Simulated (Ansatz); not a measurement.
C3H7N can be A, `C/C=N/C`, or B, `C1CNC1`.

Computed with Ansatz on PBE0-D4/def2-TZVP structures; ΔE is electronic, products minus reactants. CCSD(T)/CBS is the MP2 limit (def2-TZVPP, def2-QZVPP) plus CCSD(T) − MP2 in def2-TZVPP, frozen cores. Functionals use def2-TZVPP. B3LYP here is the variant with VWN-RPA as its local correlation; programs differ in this.

Which isomer does CCSD(T)/CBS put lower? Give the gap. (Estimate.)

Computed: A, by 56.9 kJ/mol.

Give E(B) − E(A) in kJ/mol with B3LYP-D4, B3LYP, r2SCAN-D4, CCSD(T)/def2-TZVPP, MP2/def2-TZVPP, CCSD(T)/def2-SVP, PBE0-D4. (Estimate.)

Computed: B3LYP-D4 71.6, B3LYP 74.4, r2SCAN-D4 63.0, CCSD(T)/def2-TZVPP 58.2, MP2/def2-TZVPP 52.8, CCSD(T)/def2-SVP 64.1, PBE0-D4 47.5. None reverses the order clearly.

Does the order hold for the free energy at 298.15 K (harmonic terms from PBE0-D4)? (Estimate.)

The calculation gave: Yes: G(B) − G(A) = +70.0 kJ/mol.

Largest T1 diagnostic: 0.011.

Leaving LDA and LC-ωPBE aside and taking each functional with its dispersion term where it has one, the values, not all of them listed here, spread over 38.4 kJ/mol, from PBE-QIDH to BLYP-D4. LDA lies −19.4 kJ/mol from PBE without D4. From BLYP to BHLYP (50 % exact exchange), in def2-TZVPP and without D4, E(B) − E(A) moves by −21.6 kJ/mol.
